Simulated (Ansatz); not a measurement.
Two shapes of singlet COS.

Shape 1:

```xyz
3

O     0.0000    0.0000   -1.6821
C     0.0000    0.0000   -0.5257
S     0.0000    0.0000    1.0382
```

Shape 2:

```xyz
3

O     0.0000    0.0000   -1.8167
C     0.0000    0.0000   -0.5677
S     0.0000    0.0000    1.1212
```

Basis set: cc-pVDZ (spherical functions). Correlated methods keep 7 orbitals frozen. Charge 0, multiplicity 1.

Computed with Ansatz (development build ahead of 0.2.0); each method stands on the lowest determinant of its kind that the runs found.

Problem. Which shape is lower in energy, and by how much in each method?

Solution.

```csv
method,E(2) − E(1) (eV)
RHF,1.012
RHF-MP2,0.466
```

Shape 1 is lower.
